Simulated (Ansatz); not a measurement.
Results of PBE0 (Ansatz, a quantum-chemistry and plane-wave program, PAW) for cubic perovskite BaTiO₃ (cubic high-temperature phase).

Numerical settings: plane-wave cutoff 500 eV, 6×6×6 k mesh, gaussian smearing 0.02 eV, no spin polarisation, scalar-relativistic PAW data made under PBE.

The cell is the one relaxed with r²SCAN: a = 3.994 Å, b = 3.994 Å, c = 3.994 Å, α = 90.00°, β = 90.00°, γ = 90.00°.

### Question
Predict the band gap.

### Answer

* **band gap**: 3.96 eV (on the SCF k mesh)

Measured, for comparison: band gap 3.2 eV (temperature not stated, not corrected to a static lattice; as tabulated in Matsushita et al. (2011), arXiv:1104.2769).

Note: held by symmetry at 0 K, a high-temperature phase can be a saddle point; cell and atoms aren't relaxed at this level (pressure -2.4 GPa).

Spin–orbit coupling is not included.

The computed numbers hold no vibrational or temperature effects.
